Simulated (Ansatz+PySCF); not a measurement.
Results of a calculation; reference values are marked as such.
This Ansatz input gave a total energy of -75.45787 hartree.

```yaml
crystal:
  periodic: [false, false, false]
  atoms:
    - { symbol: O, position_ang: [0.0, 0.0, -0.11768] }
    - { symbol: H, position_ang: [0.0, 0.0, 0.94141] }
basis:
  gaussian: { orbitals: def2-SVP }
total_charge: -1
magnetization:
  spin_polarized: true
hamiltonian:
  xc: hf
correlation:
  method: mp2
  frozen_orbitals: { H: 0, O: 1 }
scf:
  omitted_lower_state_checks: [stability, starts, atomic_configurations, cluster_reference, orbital_swaps, given_window_search, neighbouring_geometries, increment]
```

**Question.** Write an input for PySCF with the same method and basis set.

**Answer.**

```python
from pyscf import gto, scf, mp

mol = gto.M(atom="""
O 0.000000 0.000000 -0.117680
H 0.000000 0.000000 0.941410
""", basis='def2-svp', charge=-1, spin=0)
mf = scf.UHF(mol)
mf.kernel()
pt = mp.MP2(mf, frozen=1).run()
print(mf.e_tot, pt.e_corr, pt.e_tot)
```

PySCF 2.14.0 gave -75.45788 hartree, 0.03 meV from the first. Caution: no diffuse functions for an anion.
